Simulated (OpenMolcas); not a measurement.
# One shape, several levels: triplet CH3BO

We compute a comparison of 6 runs (UHF/def2-TZVP, UB3LYP/6-31G*, UB3LYP/def2-TZVP, UBLYP/def2-TZVP, UPBE/def2-TZVP, USVWN5/def2-TZVP) of triplet CH3BO. 

The results are computed with OpenMolcas 26.06.

1 further run of the same task is left out (set aside as unsound or not needed).

## Step 1: Starting point

CH3BO: 6 atoms, total charge 0, spin state triplet. SMILES of the parent species: `[BH3-]C#[O+]`. Geometry: relaxed at PBE0-D4/def2-TZVP. That shape belongs to the parent species and isn't relaxed for this state.

Bond lengths: B1–C2 1.512 Å, C2–O3 1.127 Å, B1–H4 1.209 Å, B1–H5 1.209 Å, B1–H6 1.209 Å. Angles: B1–C2–O3 179.9°, C2–B1–H4 104.6°, C2–B1–H5 104.5°, C2–B1–H6 104.5°, H4–B1–H5 113.9°, H4–B1–H6 113.9°, H5–B1–H6 113.9°.

## Step 2: A single-point energy at UHF/def2-TZVP (run 1)

The input, job.input:

```
* CH3BO Hartree-Fock

&GATEWAY
  BasLib=$CurrDir
  Coord
  6
  angstrom
  B       -0.275160       0.419730      -0.199910
  C        0.494180      -0.755680       0.359250
  O        1.068320      -1.631140       0.776320
  H       -1.437140       0.121710      -0.050320
  H        0.069540       0.485120      -1.356800
  H        0.080260       1.360240       0.471460
  Basis=def2-TZVP
  Group=NoSym

&SEWARD

&SCF
  UHF
  Spin=3
  Thresholds=1e-10 1e-07 1e-07 1e-05
  PrOrbitals=1
```

The basis set def2-TZVP is read from a file made from the Basis Set Exchange's data (not shown).

Run with:

```bash
export MOLCAS_MEM=1860
pymolcas job.input > job.log
```

Standard output:

```text
--- Start Module: gateway ---
[...]
--- Stop Module: gateway /rc=_RC_ALL_IS_WELL_ ---
--- Start Module: seward ---
[...]
      Basis functions          111
--- Stop Module: seward /rc=_RC_ALL_IS_WELL_ ---
[...]
--- Start Module: scf ---
[...]
       Convergence after  36 Iterations
[...]
::    Total SCF energy                               -138.9743937996
[...]
      Total spin, S                                     1.0068217137
[...]
      Total electronic charge=   22.000000
      Total            charge=   -0.000000
[...]
      Dipole Moment (debye):
      Origin of the operator (angstrom)=    0.4447   -0.6794    0.3232
                   X= -8.9822E-01               Y=  3.2592E+00               Z= -1.2596E-01           Total=  3.3830E+00
      Quadrupole Moment (debye*angstrom):
[...]
--- Stop Module: scf /rc=_RC_ALL_IS_WELL_ ---
[...]
```

It took 29 s on 1 thread of Arm Neoverse V1, shared host; peak memory 0.66 GiB.

## Step 3: The energy at UB3LYP/6-31G(d) (Cartesian functions) (run 2)

The input, calc.inp:

```
* CH3BO Kohn-Sham DFT

&GATEWAY
  BasLib
  $CurrDir
  Coord
  6
  bohr
  B     -0.51997704     0.79317475    -0.37777515
  C      0.93386486    -1.42802824     0.67888411
  O      2.01883221    -3.08240787     1.46703219
  H     -2.71580100     0.22999857    -0.09509102
  H      0.13141155     0.91674394    -2.56398041
  H      0.15166942     2.57048106     0.89093028
  Basis
  6-31Gs
  Group
  NoSym

&SEWARD
  GridInput
  Grid=UltraFine
  End of Grid

&SCF
  UHF
  Spin
  3
  KSDFT
  B3LYP
  Thresholds
  1e-10 1e-07 1e-07 1e-05
  PrOrbitals
  1 2
```

The basis set 6-31G* is read from a file made from the Basis Set Exchange's data (not shown).

Run with:

```bash
export MOLCAS_MEM=1860
pymolcas calc.inp > calc.log
```

Standard output:

```text
--- Start Module: gateway ---
[...]
--- Stop Module: gateway /rc=_RC_ALL_IS_WELL_ ---
--- Start Module: seward ---
[...]
      Basis functions           51
--- Stop Module: seward /rc=_RC_ALL_IS_WELL_ ---
--- Start Module: scf ---
[...]
       Convergence after  42 Iterations
[...]
::    Total KS-DFT energy                            -139.7363451498
[...]
      Total spin, S                                     1.0022681649
[...]
      Total electronic charge=   22.000000
      Total            charge=   -0.000000
[...]
      Dipole Moment (debye):
      Origin of the operator (angstrom)=    0.4447   -0.6794    0.3232
                   X= -1.2638E+00               Y=  9.5303E-01               Z= -4.9447E-01           Total=  1.6583E+00
      Quadrupole Moment (debye*angstrom):
[...]
--- Stop Module: scf /rc=_RC_ALL_IS_WELL_ ---
[...]
```

Wall time 46 s (1 thread of Arm Neoverse V1, shared host); peak memory 0.38 GiB.

## Step 4: A single-point energy at UB3LYP/def2-TZVP (run 3)

The input, mol.input:

```
>>> EXPORT MOLCAS_PRINT=2

&GATEWAY
 BASLIB
 $CurrDir
 BASISSET
 B.def2-TZVP....
 B1 -0.275160 0.419730 -0.199910 angstrom
 End of Basis
 BASISSET
 C.def2-TZVP....
 C2 0.494180 -0.755680 0.359250 angstrom
 End of Basis
 BASISSET
 O.def2-TZVP....
 O3 1.068320 -1.631140 0.776320 angstrom
 End of Basis
 BASISSET
 H.def2-TZVP....
 H4 -1.437140 0.121710 -0.050320 angstrom
 H5 0.069540 0.485120 -1.356800 angstrom
 H6 0.080260 1.360240 0.471460 angstrom
 End of Basis

&SEWARD
 GRIDINPUT
 Grid=UltraFine
 End of Grid

&SCF
 UHF
 SPIN
 3
 KSDFT
 B3LYP
 THRESHOLDS
 1e-10 1e-07 1e-07 1e-05
 PRORBITALS
 1 1
```

The basis set def2-TZVP is read from a file made from the Basis Set Exchange's data (not shown).

Run with:

```bash
export MOLCAS_MEM=1860
pymolcas mol.input > mol.log
```

Standard output:

```text
--- Start Module: gateway ---
[...]
--- Stop Module: gateway /rc=_RC_ALL_IS_WELL_ ---
--- Start Module: seward ---
[...]
      Basis functions          111
--- Stop Module: seward /rc=_RC_ALL_IS_WELL_ ---
[...]
--- Start Module: scf ---
[...]
       Convergence after  61 Iterations
[...]
::    Total KS-DFT energy                            -139.8021548606
[...]
      Total spin, S                                     1.0034134082
[...]
      Total electronic charge=   22.000000
      Total            charge=   -0.000000
[...]
      Dipole Moment (debye):
      Origin of the operator (angstrom)=    0.4447   -0.6794    0.3232
                   X= -1.2898E+00               Y=  9.6791E-01               Z= -9.5289E-01           Total=  1.8731E+00
      Quadrupole Moment (debye*angstrom):
[...]
--- Stop Module: scf /rc=_RC_ALL_IS_WELL_ ---
[...]
```

Run time: 3.4 min. Hardware: 1 thread of Arm Neoverse V1, shared host; peak memory 0.66 GiB.

Runs 4 to 5 aren't shown in full; the table further down has their settings and results.

## Step 5: The energy at USVWN5/def2-TZVP (run 6)

The input, calc.input:

```
* CH3BO Kohn-Sham DFT
>>> EXPORT MOLCAS_PRINT=2

&GATEWAY
  BasLib=$CurrDir
  Coord
  6
  angstrom
  B       -0.275160       0.419730      -0.199910
  C        0.494180      -0.755680       0.359250
  O        1.068320      -1.631140       0.776320
  H       -1.437140       0.121710      -0.050320
  H        0.069540       0.485120      -1.356800
  H        0.080260       1.360240       0.471460
  Basis=def2-TZVP
  Group=NoSym

&SEWARD
  GridInput
  Grid=UltraFine
  End of Grid

&SCF
  UHF
  Spin=3
  KSDFT=SVWN5
  Thresholds=1e-10 1e-07 1e-07 1e-05
  PrOrbitals=1 2
```

The basis set def2-TZVP is read from a file made from the Basis Set Exchange's data (not shown).

Run with:

```bash
export MOLCAS_MEM=1860
pymolcas calc.input > calc.log
```

Standard output:

```text
--- Start Module: gateway ---
[...]
--- Stop Module: gateway /rc=_RC_ALL_IS_WELL_ ---
--- Start Module: seward ---
[...]
      Basis functions          111
--- Stop Module: seward /rc=_RC_ALL_IS_WELL_ ---
[...]
--- Start Module: scf ---
[...]
       Convergence after  45 Iterations
[...]
::    Total KS-DFT energy                            -138.6009867118
[...]
      Total spin, S                                     1.0012711475
[...]
      Total electronic charge=   22.000000
      Total            charge=   -0.000000
[...]
      Dipole Moment (debye):
      Origin of the operator (angstrom)=    0.4447   -0.6794    0.3232
                   X= -2.9342E-01               Y=  1.4330E+00               Z= -6.8161E-01           Total=  1.6138E+00
      Quadrupole Moment (debye*angstrom):
[...]
--- Stop Module: scf /rc=_RC_ALL_IS_WELL_ ---
[...]
```

Run time: 96 s. Hardware: 1 thread of Arm Neoverse V1, shared host; peak memory 0.66 GiB.

## Step 6: Overview of the runs

```tsv
run	level	Cartesian functions	integration grid	energy (Eh)	dipole moment (D)	HOMO energy (eV)	⟨S²⟩	wall time
1	UHF/def2-TZVP	no	–	-138.974394	3.38	-6.79	2.021	29 s
2	UB3LYP/6-31G* (Cartesian functions)	yes	UltraFine	-139.736345	1.66	-2.83	2.007	46 s
3	UB3LYP/def2-TZVP	no	UltraFine	-139.802155	1.87	-3.17	2.010	3.4 min
4	UBLYP/def2-TZVP	no	UltraFine	-139.762143	1.46	-1.99	2.005	2.1 min
5	UPBE/def2-TZVP	no	UltraFine	-139.624683	1.47	-2.08	2.005	2.2 min
6	USVWN5/def2-TZVP	no	UltraFine	-138.600987	1.61	-2.09	2.004	96 s
```

## Step 7: Outcome

| quantity | value |
| --- | --- |
| run 6: total energy | -138.60099 Eh |
| run 6: dipole moment | 1.61 D |
| run 6: HOMO energy (highest over α and β) | -2.09 eV |
| run 6: ⟨S²⟩ | 2.004 |

In words: The dipole moment (its size) runs from 1.46 D (UBLYP/def2-TZVP) to 3.38 D (UHF/def2-TZVP). Totals of different functionals can't be ranked against each other. All runs together took 11 min, the longest 3.4 min.
